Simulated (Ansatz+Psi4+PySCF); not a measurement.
The numbers below are computed, except where a source is named.
A run of Psi4 1.11 on doublet AlH(+) at this shape:

```csv
atom,x (Å),y (Å),z (Å)
Al,0.0008,0.0003,0.0016
H,0.7295,0.2869,1.4498
```

Its results:

- Converged: yes
- Total energy: -242.19120 hartree
- Spin squared of the determinant: 0.750
- Occupied orbitals by symmetry in an Abelian subgroup (alpha; beta): 5 A1 1 B1 1 B2; 4 A1 1 B1 1 B2

Q: Which input gives this output? Name the method, the orbitals and the basis set, and write the input.

A: ROHF in cc-pVTZ on H; cc-pV(T+d)Z on Al.

```
molecule {
1 2
Al 0.000800 0.000300 0.001600
H 0.729500 0.286900 1.449800
}

basis {
assign Al cc-pV(T+d)Z
assign H cc-pVTZ
}
set reference rohf
set scf_type pk
energy('scf')
```
